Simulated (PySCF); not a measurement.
Atomic charges by several schemes

Compound: CH3ClO2S.
Geometry (PBE0-D3(BJ)/def2-SVP, Å), atoms numbered from 1 in this order:
```xyz
8
CH3ClO2S angstrom
C     -0.0338    2.4809    1.7396
S      1.7056    2.1367    1.8133
O      2.1658    1.7190    0.5093
O      1.9927    1.3786    3.0092
Cl     2.4186    4.0864    2.1283
H     -0.3428    2.8999    2.7040
H     -0.2133    3.1737    0.9096
H     -0.5142    1.5092    1.5564
```

Density: PBE0/pcSseg-1 (PySCF); schemes: Mulliken, IAO, Hirshfeld and ESP-fitted. Geometry: PBE0-D3(BJ)/def2-SVP; no solvent, vibrations or thermal averaging.

**Question.** At which atom do the 4 schemes differ most?

**Answer.** At S2: from +0.533 (Hirshfeld) to +1.950 e (IAO), 1.417 e apart.

**Question.** Which atoms carry the highest charge in the Mulliken, IAO, Hirshfeld and ESP-fitted schemes?

**Answer.** All schemes agree: Mulliken S2 (+0.921); IAO S2 (+1.950); Hirshfeld S2 (+0.533); ESP-fitted S2 (+0.864).

**Question.** Tabulate the Mulliken, IAO, Hirshfeld and ESP-fitted charges.

**Answer.** In e:

| atom | environment | Mulliken | IAO | Hirshfeld | ESP-fitted |
| --- | --- | --- | --- | --- | --- |
| C1 | S-methyl carbon | -0.374 | -0.613 | -0.106 | -0.582 |
| S2 | sulfonyl sulfur | +0.921 | +1.950 | +0.533 | +0.864 |
| O3 | sulfonyl oxygen | -0.465 | -0.807 | -0.277 | -0.405 |
| O4 | sulfonyl oxygen | -0.465 | -0.807 | -0.278 | -0.405 |
| Cl5 | chlorine bonded to S | -0.174 | -0.300 | -0.093 | -0.146 |
| H6 | methyl hydrogen | +0.183 | +0.192 | +0.071 | +0.208 |
| H7 | methyl hydrogen | +0.183 | +0.192 | +0.071 | +0.208 |
| H8 | methyl hydrogen | +0.189 | +0.191 | +0.078 | +0.259 |

Mean size of the charges over all atoms: IAO 0.632 e, ESP-fitted 0.385 e, Mulliken 0.369 e, Hirshfeld 0.188 e. Each set sums to the total charge, 0, to within 0.001 e. The ESP scheme fits charges at the nuclei, held to the total charge, to the electrostatic potential on points at 1.4 to 2.0 times the van der Waals radii.

**Question.** Sum the charges by element, for elements with more than one atom.

**Answer.** 
```tsv
element	atoms	Mulliken	IAO	Hirshfeld	ESP-fitted
O	2	-0.930	-1.614	-0.555	-0.810
H	3	+0.556	+0.576	+0.220	+0.675
```

**Question.** How closely do the schemes follow one another over all atoms?

**Answer.** Correlation coefficient and root-mean-square difference: IAO with Hirshfeld 0.99, 0.603 e; Mulliken with IAO 0.99, 0.413 e; Mulliken with Hirshfeld 0.99, 0.205 e; Mulliken with ESP-fitted 0.98, 0.087 e; IAO with ESP-fitted 0.95, 0.438 e; Hirshfeld with ESP-fitted 0.93, 0.235 e.

**Question.** How many electrons does the ESP-fitted scheme count on C1?

**Answer.** Z − q = 6 − (-0.582) = 6.582.
